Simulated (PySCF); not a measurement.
## Gas-phase XPS of `CO[SiH3]`, computed

Species: CH6OSi.
Bonds: C1–O2, O2–Si3. Hydrogens: H4, H5, H6 on C1; H7, H8, H9 on Si3.

Computed, not measured: delta-SCF UKS SCAN, pcX-2 on the ionised atom, pcseg-1 elsewhere, spin-free X2C in PySCF 2.14.0. Vertical ΔSCF values, vacuum level as zero.

**Question.** Give the core binding energies atom by atom.

**Answer.** 
| atom(s) | bonded to | level | binding energy (eV) | 2p1/2 (eV) | count |
| --- | --- | --- | --- | --- | --- |
| C1 | O and 3 H | C 1s | 292.55 | – | 1 |
| O2 | C and Si | O 1s | 538.21 | – | 1 |
| Si3 | O and 3 H | Si 2p3/2 | 107.47 | 108.10 | 1 |
| Si3 | O and 3 H | Si 1s | 1847.36 | – | 1 |

**Question.** Give the binding energy of C 1s of C1 in hartree and in kJ/mol.

**Answer.** 292.55 eV = 10.7510 Eh = 28227 kJ/mol.

**Question.** Which effective nuclear charge Zeff reproduces each element's mean 1s value in the hydrogen-like formula E = 13.606 eV × Zeff²?

**Answer.** C (Z = 6): mean 292.5 eV, Zeff = 4.64, Z − Zeff = 1.36; O (Z = 8): mean 538.2 eV, Zeff = 6.29, Z − Zeff = 1.71; Si (Z = 14): mean 1847.4 eV, Zeff = 11.65, Z − Zeff = 2.35. Means run over the listed sites, weighted by atom count.

The 2p values add to the ΔSCF energy of one spin-free hole a correction within the shell (spin–orbit coupling, ligand field). 2p1/2 minus 2p3/2 (ligand field included): Si 0.62 eV. Isolated species at its PBE0-D3(BJ)/def2-SVP geometry, gas phase.

The run took 11 s of wall time on an Arm Neoverse V2 with one thread, shared host with 96 logical CPUs at a one-minute load of 30, and the process peaked at 0.41 GiB of memory.
